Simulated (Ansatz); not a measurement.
**Gallium, alpha-Ga (Cmce) under r²SCAN: how the Gaussian smearing moves the result**

A convergence test of the Gaussian smearing width. The geometry was relaxed under r²SCAN beforehand and stays fixed; 7 values are run, from 0.01 to 1.0 eV. Wanted are the values from which on the energy stays within 10 and 1 meV/atom, and the pressure within 0.5 GPa, of the narrowest run. Within the series other settings stay, but some runs also write fields, which adds to their time. Spin polarisation is left out.

Computed with Ansatz 0.2.0 (DFT r²SCAN, plane waves with PAW, scalar-relativistic, unless a step says otherwise).

**1. The starting structure**

It takes space group Cmce (No. 64, orthorhombic). Conventional cell: a = 4.464 Å, b = 7.586 Å, c = 4.535 Å, α = 90.00°, β = 90.00°, γ = 90.00°. Around Ga (site symmetry m) lie 7 Ga at 2.49 to 2.76 Å.

Structure file:

```cif
data_structure
_symmetry_space_group_name_H-M 'P 1'
_symmetry_Int_Tables_number 1
_cell_length_a 4.4011
_cell_length_b 4.4011
_cell_length_c 4.5346
_cell_angle_alpha 90.000
_cell_angle_beta 90.000
_cell_angle_gamma 119.057
_cell_volume 76.78
loop_
_atom_site_label
_atom_site_type_symbol
_atom_site_fract_x
_atom_site_fract_y
_atom_site_fract_z
_atom_site_occupancy
Ga1 Ga 0.84423 0.15577 0.08558 1
Ga2 Ga 0.65577 0.34423 0.58558 1
Ga3 Ga 0.15577 0.84423 0.91442 1
Ga4 Ga 0.34423 0.65577 0.41442 1
```

**2. With a width of 0.01 eV**

The run at 0.01 eV.

The input, input.yaml:

```yaml
crystal:
  lattice:
    - [2.23185017, -3.7932285796, 0.0]
    - [2.23185017, 3.7932285796, 0.0]
    - [0.0, 0.0, 4.5346411306]
  atoms:
    - { symbol: Ga, position: [0.8442341977, 0.1557658023, 0.0855794111] }
    - { symbol: Ga, position: [0.6557658023, 0.3442341977, 0.5855794111] }
    - { symbol: Ga, position: [0.1557658023, 0.8442341977, 0.9144205889] }
    - { symbol: Ga, position: [0.3442341977, 0.6557658023, 0.4144205889] }
hamiltonian:
  xc: r2scan
  pseudopotentials:
    kind: paw
    azcp:
      Ga: "pseudopotentials/Ga.paw.azcp"
basis:
  ecutwfc: 500
  fft_grid_basis: typed
kpoints:
  mp_grid: { grid: [8, 8, 7], shift: [0, 0, 0] }
magnetization:
  spin_polarized: false
scf:
  occupations: { method: gaussian, width: 0.01 }
  lower_state_search: "off"
output:
  stress: true
  write_density: true
  write_potential: true
  elf: true
  volumetric_format: npy
```

Command:

```bash
$ ansatz run input.yaml --threads 2 --pin off --max-ram 5120MiB --backend cpu --events-out ev --progress --plain --runs-dir out
```

**3. With a width of 0.03 eV**

The run at 0.03 eV.

Edit input.yaml of step 2 so:

```diff
@@ -24,3 +24,3 @@
 scf:
-  occupations: { method: gaussian, width: 0.01 }
+  occupations: { method: gaussian, width: 0.03 }
   lower_state_search: "off"
@@ -28,5 +28 @@
   stress: true
-  write_density: true
-  write_potential: true
-  elf: true
-  volumetric_format: npy
```

**4. With a width of 0.1 eV**

The run at 0.1 eV.

Edit input.yaml of step 3 so:

```diff
@@ -24,3 +24,3 @@
 scf:
-  occupations: { method: gaussian, width: 0.03 }
+  occupations: { method: gaussian, width: 0.1 }
   lower_state_search: "off"
```

**5. With a width of 0.2 eV**

The run at 0.2 eV.

Edit input.yaml of step 4 so:

```diff
@@ -24,3 +24,3 @@
 scf:
-  occupations: { method: gaussian, width: 0.1 }
+  occupations: { method: gaussian, width: 0.2 }
   lower_state_search: "off"
```

**6. With a width of 0.3 eV**

The run at 0.3 eV.

Edit input.yaml of step 5 so:

```diff
@@ -24,3 +24,3 @@
 scf:
-  occupations: { method: gaussian, width: 0.2 }
+  occupations: { method: gaussian, width: 0.3 }
   lower_state_search: "off"
@@ -28 +28,5 @@
   stress: true
+  write_density: true
+  write_potential: true
+  elf: true
+  volumetric_format: npy
```

**7. With a width of 0.6 eV**

The run at 0.6 eV.

Edit input.yaml of step 6 so:

```diff
@@ -24,3 +24,3 @@
 scf:
-  occupations: { method: gaussian, width: 0.3 }
+  occupations: { method: gaussian, width: 0.6 }
   lower_state_search: "off"
@@ -28,5 +28 @@
   stress: true
-  write_density: true
-  write_potential: true
-  elf: true
-  volumetric_format: npy
```

**8. With a width of 1.0 eV**

The run at 1.0 eV.

Edit input.yaml of step 7 so:

```diff
@@ -24,3 +24,3 @@
 scf:
-  occupations: { method: gaussian, width: 0.6 }
+  occupations: { method: gaussian, width: 1.0 }
   lower_state_search: "off"
@@ -28 +28,5 @@
   stress: true
+  write_density: true
+  write_potential: true
+  elf: true
+  volumetric_format: npy
```

(Steps that only read results are left out.)

Before running it: what results should come out?

As calculated:

```
                                          quantity                       value
      E(σ → 0) stays within 10 meV/atom of 0.01 eV                up to 1.0 eV
                  E(σ → 0) stays within 1 meV/atom                up to 0.6 eV
                     pressure stays within 0.5 GPa                up to 0.6 eV
                               pressure at 0.01 eV                    0.01 GPa
energy of a separate run on a finer mesh (11×11×9)  -1.9 meV/atom from 0.01 eV
```

In words: The far end, 1.0 eV, lies +9.3 meV/atom and +0.8 GPa from the yardstick. The free energy F moves by -59.1 meV/atom over the range, and the estimate for σ → 0 by +9.3. In theory F falls as the square of the width under this scheme, but here the ratio is not steady: the mesh at narrow widths, or a density of states that varies over the wide ones, can both cause that. The mesh (8×8×7) is fixed, so the narrowest widths carry a k-point error of their own. The yardstick itself is unsettled by 1.9 meV/atom against the finer mesh, so the thresholds above hold only within this series, and wider smearing, which averages over more states, can land nearer the fine-mesh value than the narrowest does.
